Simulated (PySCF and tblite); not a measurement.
Results of a calculation; reference values are marked as such.
2 diastereomers of C₃H₄F₂O, numbered alike:

| isomer | SMILES | descriptors (one enantiomer) |
| --- | --- | --- |
| A | [F:1][C@H:2]1[CH2:3][O:4][C@@H:5]1[F:6] | 2S, 5R |
| B | [F:1][C@@H:2]1[CH2:3][O:4][C@@H:5]1[F:6] | 2R, 5R |

Protocol: conformer search, at most 4 conformers an isomer, PBE0-D3(BJ)/def2-SVP geometries, energies B3LYP/def2-TZVP (IEF-PCM, chloroform) (D3(BJ) added where defined), GIAO shieldings wB97X-D/pcSseg-1 (IEF-PCM, chloroform), weights at 298.15 K with GFN2-xTB thermal terms. Programs: PySCF with density fitting and tblite.

(1) What shifts does each isomer give (ppm; of two unlike H on one atom, a is the less shielded)?

(2) Which carbons tell the isomers apart best?

Unscaled ¹⁹F shifts at such levels can be off by tens of ppm; differences between conformers or isomers are more reliable. Shifts are unscaled: against experiment ¹³C can be off by 15 ppm or more and ¹H by 0.8 ppm.

## Answers

(1) 
A: ¹H (against TMS): 6.03 (H5, 1H), 5.20 (H2, 1H), 4.75 (H3a, 1H), 4.56 (H3b, 1H). ¹³C (against TMS): 118.4 (C5), 92.6 (C2), 72.7 (C3). ¹⁹F (against CFCl3): -123.7 (F6), -202.4 (F1).

B: ¹H (against TMS): 5.85 (H5, 1H), 5.20 (H2, 1H), 4.99 (H3a, 1H), 4.85 (H3b, 1H). ¹³C (against TMS): 117.1 (C5), 84.7 (C2), 80.7 (C3). ¹⁹F (against CFCl3): -146.5 (F6), -208.9 (F1).

(2) C3: 72.7 in A, 80.7 in B; C2: 92.6 in A, 84.7 in B ppm.
